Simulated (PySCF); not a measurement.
CO + NH₃ → HCN + H₂O

Level: B3LYP in the def2-TZVP basis family, all electrons, no relativity, computed in PySCF with density fitting; open shells unrestricted.

```csv
species,state and structure,E (Eh),ZPE (kJ/mol),H(298 K) − H(0) (kJ/mol),S° (J/(mol K))
CO,"singlet, C∞v, C–O 1.125 Å",-113.36252,13.3,8.7,197.6
NH₃,"singlet, C3v, N–H 1.014 Å (×3); H–N–H 107.3° (×3)",-56.58572,89.8,10.0,192.5
HCN,"singlet, C∞v, C–H 1.067 Å, C–N 1.146 Å; H–C–N 180.0°",-93.46425,43.0,9.1,201.2
H₂O,"singlet, C2v, O–H 0.963 Å (×2); H–O–H 105.2°",-76.46303,55.6,9.9,188.8
```

Problem. What is the electronic reaction energy?

Solution. At B3LYP/def2-TZVP, ΔE = 55.0 kJ/mol from the differences of the total energies times 2625.5, uphill. 

Problem. Add zero-point, thermal and entropy terms for 298.15 K and 1 bar.

Solution. ΔZPE = -4.5 and Δ[H(298) − H(0)] = 0.3 kJ/mol give ΔH° = 50.8 kJ/mol. ΔS° = -0.1 J/(mol K), so ΔG° = 50.8 − 298.15 × (-0.0001) = 51 kJ/mol and log₁₀K = -8.9.

Each species is the lowest minimum found with this bonding; other isomers or fragments can lie lower.
